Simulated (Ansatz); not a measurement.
Compare A (`C=CCCCC`) with its isomer B (`C=CC(C)CC`).

Gas-phase electronic energies from Ansatz, PBE0-D4/def2-TZVP geometries. CBS: MP2 limit from def2 TZ/QZ plus the TZ coupled-cluster correction, frozen cores. DFT in def2-TZVPP. B3LYP here is the variant with VWN-RPA as its local correlation; programs differ in this. Each species was taken in one conformer, which may not be the lowest.

**Question.** Which is lower in electronic energy at CCSD(T)/CBS, and by how much? (Estimate.)

**Answer.** Computed: B, by 7.1 kJ/mol.

**Question.** Give E(B) − E(A) in kJ/mol with B3LYP-D4, B2PLYP, ωB97M-V, r2SCAN-D4, MP2/def2-TZVPP, PBE-D4, PBE0-D4. (Best estimate.)

**Answer.** Ansatz gave: B3LYP-D4 -5.4, B2PLYP -6.2, ωB97M-V -6.1, r2SCAN-D4 -6.4, MP2/def2-TZVPP -8.8, PBE-D4 -5.5, PBE0-D4 -5.4. None reverses the order clearly.

Largest T1 diagnostic: 0.009.
